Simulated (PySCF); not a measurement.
An unknown is described by computed data only.

Elements present: C and H. Monoisotopic mass: 57.0699 u (electron mass counted); charge +1.

- Couplings: largest of the computed one-bond spin–spin couplings (means over like bonds): 13C–1H +137.2 (×9), 13C–13C +35.1 (×3) Hz [B3LYP/pcJ-1, spin–dipole term left out]
- 13C NMR: chemical shifts (computed TMS as zero) by class: 350.1 (1 C), 52.5 (3 C) ppm [GIAO PBE0/pcSseg-1]
- Triplet: lowest triplet excitation (Tamm–Dancoff): 5.21 eV [TDA B3LYP/def2-SVPD]
- UV, first state: lowest singlet excitation: 5.70 eV (218 nm, f = 0.000 summed over 2 states within 0.01 eV) [TDDFT B3LYP/def2-SVPD]
- Polarisability: 45.9 au [B3LYP/def2-SVPD]
- UV, strongest line: among the 8 lowest singlet transitions: S5 at 7.11 eV (175 nm, f = 0.228) [TDDFT B3LYP/def2-SVPD]
- Rotational structure: rotational constants A, B, C: 8.418, 8.408, 4.543 GHz [GFN2-xTB]
- XPS: C1s 296.8 (×3), C1s 299.4 eV [ΔSCF SCAN, pcX-2 on the ionised atom, pcseg-1 elsewhere, spin-free X2C]

The electronic properties come from PySCF, for the isolated species, density fitting. Levels stand in brackets. Geometry: GFN2-xTB; no solvent, vibrations or thermal averaging. NMR classes are plain means over equivalent atoms (diastereotopic ones count apart unless rotation or inversion swaps them), as if these changed places fast.

Problem. Which formula fits the mass and the elements?

Solution. C4H9 (calculated 57.0699). No other formula that holds each of these elements comes within 0.0003 u with a fitting electron parity and a possible valence count.

Problem. Give a SMILES that accounts for the data.

Solution. Numbering: `[CH3:1][C+:2]([CH3:3])[CH3:4]`. 4 carbons fall into 2 classes; from least to most shielded: formal carbocation centre [C2] (350.1 ppm), methyl carbon [C1/C3/C4] (52.5 ppm, 3 C). The couplings run between: +137.2 Hz, methyl carbon [C1] and its hydrogen (with 8 like pairs); +35.1 Hz, methyl carbon [C1] and formal carbocation centre [C2] (with 2 like pairs). The core levels belong to: C1s 296.8 eV, methyl carbon [C1/C3/C4]; C1s 299.4 eV, formal carbocation centre [C2]. By its constants the optimised geometry is a nearly oblate symmetric top. Structure: `C[C+](C)C`. The assignments are read from this structure; whether some other isomer fits the data as well wasn't checked.
